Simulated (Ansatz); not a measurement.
# LiH (singlet): from Hartree-Fock to the top rungs, cc-pVDZ

One table from this session's results is given with a row withheld; the runs are named, their logs left out.

The runs use Ansatz 0.2.0, Gaussian basis; cc-pVDZ, core rule «outside noble gas», up to 1 orbitals frozen.

The runs, in order: UHF; CCSD(T) on RHF; BCCD(T) on RHF; Full CI.

22 further runs of the same task are left out: 10 for a known fault of the program, 1 for a mislabelled method, 1 that didn't finish, 10 set aside as unsound or not needed.

## The geometry

The geometry is an MP2(full)/6-31G* stationary point (not a proven minimum).

2 atoms, charge 0, spin multiplicity 1.

Atoms are counted from 1 here; the program's logs count them from 0.

Bond lengths: Li1–H2 1.640 Å.

The first run:

The input, in.yaml:

```yaml
crystal:
  periodic: [false, false, false]
  atoms:
    - {symbol: Li, position_ang: [0.000000, 0.000000, 0.000000]}
    - {symbol: H, position_ang: [0.000000, 0.000000, 1.640000]}
basis:
  gaussian: {orbitals: cc-pVDZ}
magnetization: {spin_polarized: true, initial_magnetization: 0}
hamiltonian: {xc: hf}
output: {orbitals: {seedname: orbitals}}
```

Command:

```bash
$ ansatz run in.yaml --threads 1 --pin off --events-out ev --progress --plain --max-ram 2393MiB
```

Among the steps run: UHF; CCSD(T) on RHF; BCCD(T) on RHF; Full CI.

One table of the session follows, with a row left open; its other results are not shown here.

```
  method  from FCI (kcal/mol)
     RHF               +19.24
    RMP2                    ?
   RCCSD                 0.00
RCCSD(T)                 0.00
 BCCD(T)                 0.00
     FCI                    0
```

**Question.** Estimate the row for RMP2.

**Answer.** from FCI (kcal/mol): +5.22. In the column «from FCI (kcal/mol)» it lies between FCI (0) and RHF (+19.24).

With the free atoms at the same levels and basis (separate runs), the atomisation energy is 2.250 eV at FCI, 2.250 eV at RCCSD(T), 1.416 eV at RHF.
